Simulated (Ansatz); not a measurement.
# singlet AlO+ at 5 levels

We compute a comparison of 5 runs (HF/6-31G, revPBE/6-31G, MP2/3-21G, CCSD/3-21G, CCSD/6-31G) of singlet AlO+. 

The calculation is run with Ansatz 0.2.0.

74 further runs of the same task are left out: 3 that didn't finish, 71 set aside as unsound or not needed.

## 1. Starting point

AlO+: 2 atoms, total charge +1, spin state singlet. As SMILES of the parent species, `[O]=[Al]`. The shape comes from GFN2-xTB, which is rough for such elements, and wasn't checked as a minimum. That shape belongs to the parent species and isn't relaxed for this state.

Bond lengths: O1–Al2 1.570 Å.

## 2. The energy at HF/6-31G (run 1)

Contents of job.yaml:

```yaml
crystal:
  periodic: [false, false, false]
  atoms:
    - {symbol: O, position_ang: [0.000000, 0.000000, 0.000000]}
    - {symbol: Al, position_ang: [0.000000, 0.000000, 1.570050]}
basis:
  gaussian:
    orbitals: 6-31G
total_charge: 1
hamiltonian:
  xc: hf
accuracy: high
```

Launch:

```
ansatz run job.yaml --threads 1 --pin off --max-ram 2610MiB --events-out events.jsonl --progress --plain --runs-dir runs
```

Output:

```text
Warning: RAYON_NUM_THREADS=1 ignored (pool sized by the plan → 1); use --threads N
Functional definition: HF
  name "HF"
  exchange = exact_x
  correlation = 0
414 factors; integrals over basis functions are off by at most 2.7e-9 eV
mean field evaluation 1: about -8587.8603 eV, gradient 8.8e1 eV
mean field evaluation 2: about -8587.8783 eV, gradient 8.8e1 eV
mean field evaluation 4: about -8604.6561 eV, gradient 2.1e1 eV
mean field evaluation 8: about -8606.5869 eV, gradient 8.4e-1 eV
mean field evaluation 16: about -8606.5986 eV, gradient 5.7e-8 eV
mean field evaluation 32: about -8597.7220 eV, gradient 2.8e1 eV
mean field -8606.59857151 eV, -316.2866637408 hartree, gradient 5.7e-8 eV, S^2 0.000000; 0 other end points of the search recorded, 0 dependent functions left out
reference -8606.59857151 eV, -316.2866637408 hartree; 10, 10 occupied and 12, 12 virtual orbitals, 414 factors
Total energy: -8606.59857151 eV, -316.2866637408 hartree
```

Wall time 0.08 s (1 thread of AMD EPYC 9R45 (Zen 5), shared host).

## 3. The energy at revPBE/6-31G (run 2)

Contents of job.yaml:

```yaml
crystal:
  periodic: [false, false, false]
  atoms:
    - symbol: O
      position_ang: [0.000000, 0.000000, 0.000000]
    - symbol: Al
      position_ang: [0.000000, 0.000000, 1.570050]
basis:
  gaussian:
    orbitals: 6-31G
total_charge: 1
hamiltonian:
  xc: {name: revPBE}
accuracy: high
```

Launch:

```
ansatz run job.yaml --threads 1 --pin off --max-ram 2610MiB --events-out events.jsonl --progress --plain --runs-dir runs
```

Output:

```text
Warning: RAYON_NUM_THREADS=1 ignored (pool sized by the plan → 1); use --threads N
Functional definition: revPBE
  name "revPBE"
  parameter kappa = 1.245
  parameter beta = 0.06672455060314922
  exchange = pbe_x(kappa = kappa, mu = beta*pi^2/3)
  correlation = pbe_c(beta = beta)
414 factors; integrals over basis functions are off by at most 2.7e-9 eV
mean field evaluation 1: about -8589.7848 eV, gradient 1.3e2 eV
mean field evaluation 2: about -8355.5274 eV, gradient 1.9e2 eV
mean field evaluation 4: about -8612.8999 eV, gradient 7.4e1 eV
mean field evaluation 8: about -8628.9760 eV, gradient 2.4e0 eV
mean field evaluation 16: about -8628.9867 eV, gradient 7.6e-4 eV
mean field evaluation 32: about -8621.6043 eV, gradient 4.5e-3 eV
mean field -8628.98671834 eV, -317.1094129617 hartree, gradient 6.1e-9 eV, S^2 0.000000; 3 other end points of the search recorded, 0 dependent functions left out
reference -8628.98672238 eV, -317.1094131101 hartree; 10, 10 occupied and 12, 12 virtual orbitals, 414 factors
Total energy: -8628.98672238 eV, -317.1094131101 hartree
```

Wall time 0.46 s (1 thread of AMD EPYC 9R45 (Zen 5), shared host).

Runs 3 to 4 aren't shown in full; the table further down has their settings and results.

## 4. The energy at CCSD/6-31G (run 5)

Changes to job.yaml since step 3:

```diff
@@ -8,7 +8,6 @@
 basis:
-  gaussian:
-    orbitals: 6-31G
+  gaussian: {orbitals: 6-31G}
+accuracy: high
 total_charge: 1
-hamiltonian:
-  xc: {name: revPBE}
-accuracy: high
+correlation: {method: ccsd, frozen_orbitals: {Al: 5, O: 1}}
+scf: {omitted_lower_state_checks: [cluster_reference, increment]}
```

Launch:

```
ansatz run job.yaml --threads 1 --pin off --max-ram 2610MiB --events-out events.jsonl --progress --plain --runs-dir runs
```

Output:

```text
Warning: RAYON_NUM_THREADS=1 ignored (pool sized by the plan → 1); use --threads N
[... 14 lines left out ...]
6 core orbitals not correlated: weight in the atoms' cores, before any rotation towards them, 1.000 or more for the frozen orbitals, at most 0.000 for the correlated occupied ones
[... 28 lines left out ...]
WARN: these amplitudes may be one of several solutions (largest doubles amplitude 0.28, level shift 1.11 eV)
Total energy: -8612.07839712 eV, -316.4880436177 hartree
Checks for a lower state left out: cluster_reference, increment
```

It took 0.16 s on 1 thread of AMD EPYC 9R45 (Zen 5), shared host.

## 5. The series

```csv
run,level,frozen core orbitals,energy (Eh),wall time
1,HF/6-31G,–,-316.286664,0.08 s
2,revPBE/6-31G,–,-317.109413,0.46 s
3,MP2/3-21G,6,-314.813378,0.12 s
4,CCSD/3-21G,6,-314.813548,0.14 s
5,CCSD/6-31G,6,-316.488044,0.16 s
```

## 6. What came out

```
                                          quantity          value
                               run 5: total energy  -316.48804 Eh
run 5: correlation energy (6 core orbitals frozen)     -201.4 mEh
                              run 5: T1 diagnostic          0.057
```

What this shows: In runs 4, 5 the T1 diagnostic is large, so a single reference may not serve. In runs 3, 4, 5 the log says that unrestricted orbitals would lower the reference, so the values rest on an unstable closed-shell determinant (other closed-shell runs at this shape may share the fault). All runs together took 0.96 s, the longest 0.46 s.
